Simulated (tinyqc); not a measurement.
Pariser-Parr-Pople SCF with singles CI, for the molecule C=CC=C[CH2+] (SMILES; centres numbered as the heavy atoms are written), step by step. One step of it, computed by the program tinyqc.

Question. Iteration 3: Fock matrix. F_rr = H_rr + P_rr gamma_rr / 2 + sum_(s != r) P_ss gamma_rs; F_rs = H_rs - P_rs gamma_rs / 2; E = tr P (H + F) / 2 + core repulsion sum_(r<s) z_r z_s gamma_rs.

P after iteration 2, order 1C, 2C, 3C, 4C, 5C:
$$\begin{pmatrix}
0.666531 & 0.793297 & 0.350486 & -0.206345 & -0.306692 \\
0.793297 & 0.992092 & 0.571696 & -0.034685 & -0.206345 \\
0.350486 & 0.571696 & 0.682753 & 0.571696 & 0.350486 \\
-0.206345 & -0.034685 & 0.571696 & 0.992092 & 0.793297 \\
-0.306692 & -0.206345 & 0.350486 & 0.793297 & 0.666531
\end{pmatrix}$$

core matrix H (eV), order 1C, 2C, 3C, 4C, 5C:
$$\begin{pmatrix}
-25.601862 & -2.460000 & 0.000000 & 0.000000 & 0.000000 \\
-2.460000 & -28.605411 & -2.460000 & 0.000000 & 0.000000 \\
0.000000 & -2.460000 & -29.596883 & -2.460000 & 0.000000 \\
0.000000 & 0.000000 & -2.460000 & -28.605411 & -2.460000 \\
0.000000 & 0.000000 & 0.000000 & -2.460000 & -25.601862
\end{pmatrix}$$

repulsion gamma_rs (eV), order 1C, 2C, 3C, 4C, 5C:
$$\begin{pmatrix}
11.130000 & 5.344569 & 3.872154 & 2.881359 & 2.343780 \\
5.344569 & 11.130000 & 5.346287 & 3.873196 & 2.881359 \\
3.872154 & 5.346287 & 11.130000 & 5.346287 & 3.872154 \\
2.881359 & 3.873196 & 5.346287 & 11.130000 & 5.344569 \\
2.343780 & 2.881359 & 3.872154 & 5.344569 & 11.130000
\end{pmatrix}$$

Centres (angstrom, eV; a flat drawing with bonds scaled to 1.40 angstrom):
```
centre          x          y  core charge z          W   gamma_rr
1C      -2.425000  -0.280000              1  11.160000  11.130000
2C      -1.212000   0.420000              1  11.160000  11.130000
3C       0.000000  -0.280000              1  11.160000  11.130000
4C       1.212000   0.420000              1  11.160000  11.130000
5C       2.425000  -0.280000              1  11.160000  11.130000
```

Give: F; pi energy.

Answer.

F (eV), order 1C, 2C, 3C, 4C, 5C:
$$\begin{pmatrix}
-9.5258 & -4.5799 & -0.6786 & 0.2973 & 0.3594 \\
-4.5799 & -10.1088 & -3.9882 & 0.0672 & 0.2973 \\
-0.6786 & -3.9882 & -10.0275 & -3.9882 & -0.6786 \\
0.2973 & 0.0672 & -3.9882 & -10.1088 & -4.5799 \\
0.3594 & 0.2973 & -0.6786 & -4.5799 & -9.5258
\end{pmatrix}$$

pi energy = -53.4961 eV
